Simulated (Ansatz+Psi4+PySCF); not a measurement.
# doublet H2O(+): levels of theory in one basis

```yaml
atoms:
  - { symbol: O, position_ang: [-0.0189, -0.0055, 0.1419] }
  - { symbol: H, position_ang: [-0.0059, 0.7834, -0.4985] }
  - { symbol: H, position_ang: [-0.0224, -0.7805, -0.4870] }
```

Basis set: cc-pVTZ (spherical functions). Left uncorrelated: 1 orbital. Correlation on ROHF uses semicanonical orbitals with singles. Charge 1, multiplicity 2.

Computed with Ansatz (development build ahead of 0.2.0) and Psi4 1.11; each method stands on the lowest determinant of its kind that the runs found.

```
  method  E − E(ROHF) (eV)  <S²> of the determinant
    ROHF              0.00                     0.75
     UHF             -0.15                     0.76
ROHF-MP2             -5.59                        –
 UHF-MP2             -5.59                     0.76
```
